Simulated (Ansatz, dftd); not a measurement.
Reaction: CH5Si (SMILES [CH2][SiH3], doublet) → CH5Si- (SMILES [CH2-][SiH3]) (an electron is taken up)
Each species at its own B3LYP-D3(BJ)/def2-TZVP minimum (Ansatz, a program for electronic structure).

Wanted: adiabatic electron affinity (electronic), positive where energy is released, in eV. UHF or UKS for unpaired electrons; spin-orbit terms are left out. Cores are frozen in correlated methods. Rows without X2C or -DK are non-relativistic. CBS(X,Y): correlation extrapolated as X^-3, Hartree-Fock from the larger set. A bracket is a step between two methods taken in the basis named. The functionals are non-relativistic, so their misses hold any scalar relativity. Double hybrids freeze cores in their MP2 part. 'core' is core correlation in cc-pwCVTZ (1s frozen past Ne), 'X2C' scalar relativity in cc-pVTZ-DK, both at CCSD(T). def2-TZVPD holds few diffuse functions, which lowers the functionals' binding of the extra electron.

```tsv
level	program	adiabatic electron affinity (eV)	difference against the last row
r2SCAN/def2-TZVPD	Ansatz	0.77	-0.23
r2SCANh/def2-TZVPD	Ansatz	0.74	-0.26
B2PLYP-D4/def2-TZVPD	Ansatz + dftd4	0.88	-0.12
MP2/aug-cc-pV(T+d)Z	Ansatz	1.04	0.04
CCSDT(Q)/aug-cc-pV(D+d)Z	Ansatz	0.84	-0.16
CCSD(T)/CBS(aug-cc-pV(T+d)Z,aug-cc-pV(Q+d)Z) + [CCSDT(Q) - CCSD(T)]/aug-cc-pV(D+d)Z + core + X2C	Ansatz	1.00	0.00
```
